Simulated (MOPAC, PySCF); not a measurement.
CH$_{4}$, SMILES `C`, neutral singlet in the gas phase. 

Z-matrix (Å, degrees):
```
C
H 1 1.0907
H 1 1.0907 2 109.47
H 1 1.0907 2 109.47 3 120.00
H 1 1.0907 2 109.47 4 120.00
```
Charge 0, multiplicity 1.

All levels are single points at this geometry (ωB97X-D3(BJ)/def2-TZVP); Pople sets use spherical d functions. Orbital energies aren't observables, and empty levels follow the basis.

PM7 in MOPAC gives dipole (D) = 0.00.

Estimate the dipole (D) from each of these levels: ωB97X-D3(BJ)/def2-TZVP in PySCF; B3LYP/6-311+G** in PySCF; HF/3-21G in PySCF; AM1 in MOPAC; PM3 in MOPAC.


```tsv
level	dipole (D)
ωB97X-D3(BJ)/def2-TZVP in PySCF	0.00
B3LYP/6-311+G** in PySCF	0.00
HF/3-21G in PySCF	0.00
AM1 in MOPAC	0.00
PM3 in MOPAC	0.00
```
